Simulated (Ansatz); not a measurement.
Black phosphorus, treated with rVV10 (plane waves, PAW; Ansatz, an electronic-structure program).

Numerical settings: plane-wave cutoff 500 eV, 10×10×8 k mesh (along the axes of the cell as run), gaussian smearing 0.02 eV, scalar-relativistic PAW data made under PBE.

Computed at the level's own relaxed cell.

What does this level give for the volume per atom, band gap and c axis length?


- volume per atom: 20.42 Å³/atom
- band gap: 0.05 eV (under three smearing widths, so not firm)
- c axis length: 4.532 Å

Measured, for comparison: band gap 0.35 eV (temperature not stated, no zero-point or thermal correction; as tabulated in Das et al. (2018), arXiv:1807.05623); equilibrium volume per atom 18.97 Å³/atom (temperature not stated, no zero-point or thermal correction; as tabulated in Appalakondaiah et al. (2012), arXiv:1211.3512). Computed (rounded) less measured: band gap -0.30 eV, equilibrium volume per atom +7.6 %.

Static lattice: no zero-point or thermal effects.

It cost around 2.9 core-minutes (rough) of CPU time.
